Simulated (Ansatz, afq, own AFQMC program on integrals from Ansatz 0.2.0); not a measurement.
**SiP, quartet: AFQMC among the cluster methods**

```xyz
2

Si    0.0000    0.0000    0.0000
P     0.0000    0.0000    2.6280
```

Basis 6-31G. Only valence electrons are correlated. AFQMC by an in-house program on the Cholesky factors that Ansatz 0.2.0 writes for its CCSD(T) run. ph-AFQMC/CISD is guided by a CISD state made of CCSD amplitudes; releasing the constraint for a short imaginary time cuts its bias at the price of noise, slowly where states lie close. Uncertainties: one standard error, sampling alone.

Determinant: UHF, the one that the program's search chose, which needn't be the lowest solution. The geometry is a point of a scan.

Full CI on the same integrals is exact in this basis and with this determinant's frozen core.

Cautions: lower spins were not checked; unrestricted determinant spin contaminated (⟨S²⟩ 3.85 against 3.75).

The T1 diagnostic is 0.0390. The weight of the determinant in the CISD state is 0.882 and the ⟨S²⟩ of the determinant is 3.854. The size of the correlated space is 9 electrons in 16 orbitals.

Reference: full CI, correlation energy -2.028 eV. The released energy is read at 2.40 1/Eh (meV from the phaseless value at times in 1/Eh: -2.7 ± 1.6 at 0.24, -4.7 ± 1.3 at 0.51, -7.7 ± 1.2 at 0.99, -9.7 ± 1.1 at 1.62, -10.3 ± 1.3 at 2.40).

```csv
level,E − E(reference) (kJ/mol),share of correlation (%)
HF,195.7,0.00
MP2,69.0,64.73
CCSD,7.0,96.44
CCSD(T),2.7,98.63
CCSDT,0.5,99.76
CCSDT(Q),0.1,99.96
CCSDTQ,0.0,99.99
ph-AFQMC/CISD,1.6 ± 0.2,99.20
released AFQMC,0.6 ± 0.1,99.71
```

CCSDT and higher add their correlation energy to the determinant of the CCSD(T) run, since their own runs factorise the integrals more tightly (a shift of under 2 meV). A walk keeps the symmetry of its determinant, which the program's search chose and which needn't be the lowest solution, so a lower state of the same spin and another symmetry isn't excluded. Released energies are given only where the last usable release times agree within the noise; a slower fall can still hide under it.
